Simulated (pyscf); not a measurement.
One four-centre exchange on the singlet surface with elements of a group swapped. ωB97M-D3(BJ)/def2-TZVP, kcal/mol, from the separated reactants. PySCF, gas phase, ωB97X-D3(BJ)/def2-SVP geometries.

```csv
step,barrier,reaction energy,imaginary mode (i cm⁻¹)
`[OH][Al]([OH])[F]` + `[NH3]` → `[OH2]` + `[NH2][Al]([OH])[F]`,-7.7,+10.6,878
`[OH][Ga]([OH])[F]` + `[NH3]` → `[OH2]` + `[NH2][Ga]([OH])[F]`,(withheld),(withheld),1104
```

### Question
Fill in the missing entries.

### Answer

- `[OH][Ga]([OH])[F]` + `[NH3]` → `[OH2]` + `[NH2][Ga]([OH])[F]`, barrier: -7.0
- `[OH][Ga]([OH])[F]` + `[NH3]` → `[OH2]` + `[NH2][Ga]([OH])[F]`, reaction energy: +3.7

Row 1: On the reactant side the descent ends in an adduct with a Al–N contact, 35.9 kcal/mol under the separated species and 26.7 kcal/mol under the saddle at ωB97X-D3(BJ)/def2-TZVP. On the product side the descent ends in an adduct with a Al–O contact, 22.9 kcal/mol under the separated species and 3.5 kcal/mol under the saddle at ωB97X-D3(BJ)/def2-TZVP. Row 2: On the reactant side the descent ends in an adduct with a Ga–N contact, 31.9 kcal/mol under the separated species and 23.4 kcal/mol under the saddle at ωB97X-D3(BJ)/def2-TZVP. On the product side the descent ends in an adduct with a Ga–O contact, 18.7 kcal/mol under the separated species and 6.9 kcal/mol under the saddle at ωB97X-D3(BJ)/def2-TZVP. Each row is the saddle that its search found. Elements up to Kr have no core potential and no relativistic terms here.
